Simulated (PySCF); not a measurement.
Molecule: SMILES CC(C)CCl, C₄H₉Cl.

Geometry (Å), atoms numbered from 1 in this order:
```xyz
14

C     1.244   -0.651   -0.371
C     0.039   -0.090    0.372
C     0.043    1.436    0.385
C    -1.276   -0.580   -0.216
Cl   -1.468   -2.357   -0.096
H     2.183   -0.316    0.093
H     1.248   -0.313   -1.421
H     1.232   -1.750   -0.370
H     0.076   -0.448    1.417
H     0.964    1.818    0.851
H    -0.002    1.841   -0.639
H    -0.812    1.843    0.947
H    -1.353   -0.322   -1.283
H    -2.133   -0.138    0.310
```

Geometry PBE0-D3(BJ)/def2-SVP throughout; GIAO in PySCF, gas phase, one conformer, non-relativistic; equivalent atoms averaged; basis pcSseg-1.

(1) How do the absolute shieldings σ depend on the functional? (ppm; last column core-seconds on 1 thread of an Arm Neoverse V1, shared host; the GGAs took longer than the global hybrids here, which isn't the general rule, and the cause wasn't traced)

(2) Which nucleus moves most, in ppm?

Results:

(1) 
```
functional                    kind     C4     C2  C1/C3    Cl5  H13/H14     H9  H6/H7/H8/H10/H11/H12  core-s
        HF            Hartree–Fock  139.3  161.9  170.6  934.1    28.77  30.44                 30.71     5.4
       LDA                     LDA  119.8  144.3  159.2  829.3    27.64  29.19                 29.88      14
       PBE                     GGA  120.8  143.5  158.1  832.4    28.05  29.62                 30.23      18
      BLYP                     GGA  114.6  136.9  152.7  817.5    28.20  29.80                 30.37      18
      BP86                     GGA  120.4  143.2  157.7  833.1    28.11  29.70                 30.28      18
      OPBE                     GGA  128.9  151.5  164.2  851.0    28.11  29.63                 30.27      18
       KT2                     GGA  125.8  146.5  161.8  848.6    28.03  29.61                 30.21      18
       KT3                     GGA  125.4  146.0  160.9  845.3    28.19  29.74                 30.35      18
     B97-D                     GGA  120.2  142.7  157.1  834.0    28.23  29.83                 30.40      18
     B3LYP           global hybrid  120.4  143.2  157.2  845.5    28.29  29.89                 30.40      12
      PBE0           global hybrid  127.4  150.6  163.1  865.2    28.21  29.78                 30.31      12
  mPW1PW91           global hybrid  126.5  149.8  162.2  863.7    28.26  29.84                 30.35      12
      WP04           global hybrid  112.2  135.5  150.3  823.9    28.52  30.06                 30.59      11
     B97-2           global hybrid  126.9  149.7  162.3  862.5    28.30  29.88                 30.40      10
 BHandHLYP           global hybrid  127.7  150.7  162.7  881.2    28.43  30.04                 30.47      10
 CAM-B3LYP  range-separated hybrid  125.4  148.2  161.0  861.6    28.31  29.88                 30.36      14
   wB97X-D  range-separated hybrid  128.1  151.3  163.1  870.3    28.37  29.95                 30.41      13
   LC-wPBE  range-separated hybrid  135.2  158.0  168.1  883.8    28.43  29.93                 30.38      21
```

(2) Cl5 (chlorine bonded to C): from 817.5 ppm with BLYP to 934.1 ppm with HF. The smallest spread is 0.83 ppm, at H6/H7/H8/H10/H11/H12. Proton shifts span only some 12 ppm, so a few tenths of a ppm matter as much there as several ppm in carbon.
